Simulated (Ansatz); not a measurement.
Compare A (`CC1C=C1`) with its isomer B (`C=CC=C`).

Gas-phase electronic energies from Ansatz, PBE0-D4/def2-TZVP geometries. CBS: MP2 limit from def2 TZ/QZ plus the TZ coupled-cluster correction, frozen cores. DFT in def2-TZVPP. B3LYP here is the variant with VWN-RPA as its local correlation; programs differ in this. One conformer a species, not always the lowest.

Question: Which isomer does CCSD(T)/CBS put lower? Give the gap. (Best estimate.)

Answer: Ansatz gave: B, by 34.5 kcal/mol.

Question: Give E(B) − E(A) in kcal/mol with B2PLYP, CCSD(T)/def2-SVP, B3LYP, LDA (SPW92), r2SCAN-D4, ωB97M-V, B3LYP-D4. (Best estimate.)

Answer: Computed: B2PLYP -35.7, CCSD(T)/def2-SVP -32.6, B3LYP -37.1, LDA (SPW92) -29.6, r2SCAN-D4 -34.0, ωB97M-V -32.3, B3LYP-D4 -37.1. None reverses the order clearly.

Question: Does the order hold for the free energy at 298.15 K (harmonic terms from PBE0-D4)? (Best estimate.)

Answer: Computed: Yes: G(B) − G(A) = -33.5 kcal/mol, for one conformer each.

Largest T1 diagnostic: 0.011.

From BLYP to BHLYP (50 % exact exchange), in def2-TZVPP and without D4, E(B) − E(A) moves by +1.7 kcal/mol. At CCSD(T), def2-SVP lies +1.9 kcal/mol from the extrapolated value and def2-TZVPP −0.2 kcal/mol.
